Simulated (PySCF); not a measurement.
Excitations are Tamm–Dancoff values on a coarser integration grid. The basis has no diffuse functions, so Rydberg states are missing or too high.

Z-matrix (Å, degrees):
```
Si
F 1 1.5618
F 1 1.5618 2 109.47
F 1 1.5618 2 109.47 3 120.00
F 1 1.5618 2 109.47 4 120.00
```
Charge 0, multiplicity 1.

What brightest of the four lowest singlets (TDA), LUMO, total energy, dipole moment, S1 excitation (TDA), HOMO and HOMO–LUMO gap does PBE-D3(BJ)/def2-TZVP // PBE0-D3(BJ)/def2-TZVP in PySCF give?


```yaml
brightest of the four lowest singlets (TDA): 11.32 eV
LUMO: -0.53 eV
total_energy: -688.8108 Ha
dipole_moment: 0.00 D
S1 excitation (TDA): 10.17 eV
HOMO: -10.59 eV
HOMO–LUMO gap: 10.06 eV
```
